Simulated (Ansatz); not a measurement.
A run of Ansatz (development build ahead of 0.2.0) on singlet O₃ at this shape:

```yaml
atoms:
  - { symbol: O, position_ang: [-0.0376, 0.0040, -0.4530] }
  - { symbol: O, position_ang: [-0.0167, 1.0707, 0.1641] }
  - { symbol: O, position_ang: [0.0037, -1.1105, 0.2070] }
```

Its results:

```yaml
Converged: yes
Reference_energy: -221.28538 hartree
Correlation_energy: -0.21803 hartree
Total_energy: -221.50341 hartree
Spin_squared_of_the_determinant: 0.000
```

(1) Which input gives this output? Name the method, the orbitals and the basis set, and write the input.

Results:

(1) RHF-MP2 in STO-3G. An unrestricted run that stays on the closed shell gives the same numbers.

```yaml
crystal:
  periodic: [false, false, false]
  atoms:
    - { symbol: O, position_ang: [-0.03764, 0.00399, -0.45304] }
    - { symbol: O, position_ang: [-0.0167, 1.07073, 0.16413] }
    - { symbol: O, position_ang: [0.00365, -1.1105, 0.20704] }
basis:
  gaussian: { orbitals: STO-3G }
hamiltonian:
  xc: hf
correlation:
  method: mp2
  frozen_orbitals: { O: 1 }
```

Caution: in another basis set an unrestricted determinant lies well below.
